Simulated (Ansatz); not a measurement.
A made-up structure of Si$_{2}$H$_{7}$S (charge +1), singlet:

```xyz
10
angstrom
Si -1.5009 0.8097 -0.6296
Si 1.9088 0.2894 0.6917
S 0.1420 -0.8382 -0.2778
H -2.6345 0.0863 -1.2470
H -0.8909 1.8199 -1.5228
H -1.8257 1.3579 0.7079
H 0.8332 -1.3023 -1.3533
H -0.0866 -1.8140 0.6415
H 1.3465 0.5039 1.9779
H 2.6770 -0.8296 1.1088
```

It is relaxed with PBE-D4/def2-SVP and then PBE0-D4/def2-TZVP (Ansatz 0.2.0). Atoms count as bonded within 1.22 times the sum of their covalent radii (H–H: 0.88 Å). The end point is not checked to be a true minimum.

Q: Does its bonding change? (A judgement: the text doesn't fix the answer.)

A: The calculation gives: No: no bond forms or breaks.

Where it ends: The first stage lowers the energy by 1.51 eV in 19 steps. It ends as Si₂H₇S ([SiH2][SH2][SiH3]), total charge +1:
| atom | x (Å) | y (Å) | z (Å) |
| --- | --- | --- | --- |
| Si1 | -1.3839 | 0.7728 | -0.5602 |
| Si2 | 1.9416 | 0.5054 | 0.8410 |
| S3 | 0.2693 | -0.7692 | -0.1846 |
| H4 | -2.5760 | -0.0713 | -0.7608 |
| H5 | -0.8494 | 1.4380 | -1.7597 |
| H6 | -1.3056 | 1.5158 | 0.7076 |
| H7 | 0.5967 | -1.1132 | -1.4505 |
| H8 | -0.4141 | -1.9384 | 0.0651 |
| H9 | 0.9655 | 0.4744 | 2.0011 |
| H10 | 2.7248 | -0.7312 | 1.1983 |

Labels in which every atom is bracketed show which atoms are joined, not bond orders.

For scale, one of the runs: PBE0-D4/def2-TZVP relaxation, 153 basis functions, launched by `ansatz run in.yaml --threads 2 --pin off --events-out ev --progress --plain --max-ram 4352MiB`. The run took about 36 s on 2 CPU threads of an Arm Neoverse V1 (shared host).
